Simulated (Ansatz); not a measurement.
Compare A (`C1=NCOC1`) with its isomer B (`N#CCCO`).

Calculated with Ansatz (gas phase, PBE0-D4/def2-TZVP geometries, no zero-point term in ΔE). CCSD(T)/CBS is the MP2 limit (def2-TZVPP, def2-QZVPP) plus CCSD(T) − MP2 in def2-TZVPP, frozen cores. DFT in def2-TZVPP. B3LYP here is the variant with VWN-RPA as its local correlation; programs differ in this. One conformer a species, not always the lowest.

**Question.** Which isomer does CCSD(T)/CBS put lower? Give the gap. (Best estimate.)

**Answer.** Computed: B, by 11.0 kcal/mol.

**Question.** Give E(B) − E(A) in kcal/mol with B3LYP-D4, MP2/def2-TZVPP, CCSD(T)/def2-SVP, B3LYP, BLYP-D4, ωB97M-V, CCSD(T)/def2-TZVPP. (Best estimate.)

**Answer.** Computed: B3LYP-D4 -9.6, MP2/def2-TZVPP -13.9, CCSD(T)/def2-SVP -11.2, B3LYP -10.6, BLYP-D4 -10.8, ωB97M-V -9.2, CCSD(T)/def2-TZVPP -11.4. None reverses the order clearly.

**Question.** Does the order hold for the free energy at 298.15 K (harmonic terms from PBE0-D4)? (Best estimate.)

**Answer.** Ansatz gave: Yes: G(B) − G(A) = -13.0 kcal/mol, for one conformer each.

Largest T1 diagnostic: 0.012.

The D4 term adds +1.0 kcal/mol with B3LYP and +0.5 kcal/mol with PBE0; it sums over pairs of atoms, weighted by their polarisabilities, and B3LYP, whose exchange is more repulsive, gets the larger term. From PBE to PBE0 (25 % exact exchange), in def2-TZVPP and without D4, E(B) − E(A) moves by +1.0 kcal/mol.
